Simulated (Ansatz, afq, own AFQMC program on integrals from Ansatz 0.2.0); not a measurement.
# Where AFQMC and coupled cluster stand for HfH4S4, singlet

```json
{"atom": "S", "x (Å)": "-0.4428", "y (Å)": "0.9619", "z (Å)": "-2.1897"}
{"atom": "Hf", "x (Å)": "-0.0010", "y (Å)": "-0.0036", "z (Å)": "-0.0004"}
{"atom": "S", "x (Å)": "2.3883", "y (Å)": "-0.3285", "z (Å)": "0.3222"}
{"atom": "S", "x (Å)": "-1.1811", "y (Å)": "-2.1289", "z (Å)": "0.1014"}
{"atom": "S", "x (Å)": "-0.7636", "y (Å)": "1.4846", "z (Å)": "1.7669"}
{"atom": "H", "x (Å)": "-0.5861", "y (Å)": "2.2102", "z (Å)": "-1.6819"}
{"atom": "H", "x (Å)": "2.6429", "y (Å)": "-0.2322", "z (Å)": "-1.0055"}
{"atom": "H", "x (Å)": "-0.1513", "y (Å)": "-2.7423", "z (Å)": "0.7340"}
{"atom": "H", "x (Å)": "-1.9054", "y (Å)": "0.7787", "z (Å)": "1.9530"}
```

Basis def2-SVP with its core potentials. Noble-gas cores (and the filled d shells of Ga–Kr and In–Xe) are frozen. AFQMC by an in-house program on the Cholesky factors that Ansatz 0.2.0 writes for its CCSD(T) run. ph-AFQMC/CISD is guided by a CISD state made of CCSD amplitudes; releasing the constraint for a short imaginary time cuts its bias at the price of noise, slowly where states lie close. Uncertainties: one standard error, sampling alone. No spin–orbit coupling. The metal's outer-core s and p shells are frozen, which shifts wave-function levels against functionals.

Determinant: RHF, the one that the program's search chose, which needn't be the lowest solution. The geometry is a PBE0/def2-SVP stationary point of this or a neighbouring charge and spin state.

No full CI on the walks' own integrals is used here. The released AFQMC energy serves as the reference, which it does only where one determinant dominates, the energy is flat over the last release times and near the phaseless one (40 meV or 2 meV an electron, half that with transition metals). On small molecules, where full CI could be run and the noise was under 10 meV, such values lay within 10 meV of it in 19 cases of 20, a flattering rate, since the rule was set on those same cases; what remains of the bias isn't in the error bar.

Cautions: no spin-orbit coupling; outer-core shells of the metal frozen; the released value is read at 0.80 1/Eh with a noise of 11 meV, more than in the cases checked, later times being too noisy (meV from the phaseless value at times in 1/Eh: -9 ± 15 at 0.24, -10 ± 12 at 0.48, -14 ± 11 at 0.80, -6 ± 20 at 1.20); released reference can be 30 meV off for metals.

* T1 diagnostic: 0.0181
* weight of the determinant in the CISD state: 0.729
* size of the correlated space: 32 electrons in 100 orbitals

Reference: AFQMC with the constraint released, correlation energy -19.598 ± 0.011 eV.

| level | E − E(reference) (kcal/mol) | share of correlation (%) |
| --- | --- | --- |
| HF | 451.94 ± 0.26 | 0.00 |
| MP2 | 56.09 ± 0.26 | 87.59 |
| CCSD | 19.06 ± 0.26 | 95.78 |
| CCSD(T) | 2.69 ± 0.26 | 99.40 |
| ph-AFQMC/CISD | 0.33 ± 0.33 | 99.93 |

Released energies are given only where the last usable release times agree within the noise; a slower fall can still hide under it.
